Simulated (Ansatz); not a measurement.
Results of r²SCAN+SOC in Ansatz (plane waves, PAW) for pyrite PtSb2.

Run with plane-wave cutoff 560 eV, 10×10×10 k mesh, Fermi–Dirac smearing 0.05 eV, PAW data made under PBE.

Cell (measured lattice):

```
PtSb2
1.0
    6.44230     0.00000     0.00000
    0.00000     6.44230     0.00000
    0.00000     0.00000     6.44230
Pt Sb
4 8
Direct
  0.00000   0.50000   0.50000
  0.50000   0.50000   0.00000
  0.50000   0.00000   0.50000
  0.00000   0.00000   0.00000
  0.37530   0.12470   0.87530
  0.62470   0.87530   0.12470
  0.12470   0.87530   0.37530
  0.87530   0.12470   0.62470
  0.87530   0.37530   0.12470
  0.12470   0.62470   0.87530
  0.62470   0.62470   0.62470
  0.37530   0.37530   0.37530
```

Task: Predict the band gap and Γ–Γ gap.

Result: 
band gap: 0.10 eV (under three smearing widths, so not firm)
Γ–Γ gap: 0.50 eV

Measured, for comparison: band gap 0.11 eV (low temperature, zero-point motion not removed; as tabulated in Saeed et al. (2013), arXiv:1402.4256).

Note: cell and atoms aren't relaxed at this level (pressure 3.4 GPa).

Static lattice: no zero-point or thermal effects.

The result took very roughly 60 core-minutes.

Ansatz is an electronic-structure program.
